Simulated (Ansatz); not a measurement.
The same path of BH4N + H2 (8 atoms, charge 0, multiplicity 1) was run twice with different band settings. Lost on the way: H7–H8. Made: B1–H7, N2–H8.

Method: RKS B3LYP/def2-SVP in Ansatz.

Relaxed end points:

```xyz
8
Properties=species:S:1:pos:R:3
B 0.114 -0.901 0.246
N 0.027 -0.212 1.452
H -0.847 -0.050 1.940
H 0.835 0.158 1.941
H 1.196 -1.056 -0.267
H -0.896 -1.328 -0.261
H -0.431 3.344 1.234
H -0.337 2.599 1.115
```

```xyz
8
Properties=species:S:1:pos:R:3
B 0.073 0.226 0.092
N -0.152 0.409 1.719
H -0.447 -0.469 2.154
H 0.709 0.709 2.182
H 0.960 -0.609 -0.015
H -1.007 -0.153 -0.339
H 0.396 1.334 -0.312
H -0.871 1.109 1.918
```

Common settings: movable images 5; climbing image yes; spring 5.0 eV/Å²; optimiser quadratic models (default); start path through a guess of the saddle point; force threshold 0.05 eV/Å; end points relaxed.

| run | iteration limit |
| --- | --- |
| 1 | 60 |
| 2 | 6 |

(1) What does each run give, and how far can it be trusted?

## Answers

(1) Run 1: converged after 17 iterations, highest image 1.710 eV above the first end. Neighbouring images differ by up to 1.6 eV, so the band resolves the path poorly. A vibrational analysis at the climbing image gives one clearly imaginary mode, 1377i cm⁻¹: a first-order saddle point.
Run 2: not converged after 6 iterations, highest image 1.120 eV above the first end. The band didn't meet its force threshold, so its energies are provisional: the largest band force was still 1.20 eV/Å, and over the last iterations the top moved between 1.12 and 1.91 eV.
The orbitals stay closed-shell, which can raise the energy where a bond breaks towards radicals; this wasn't checked here.
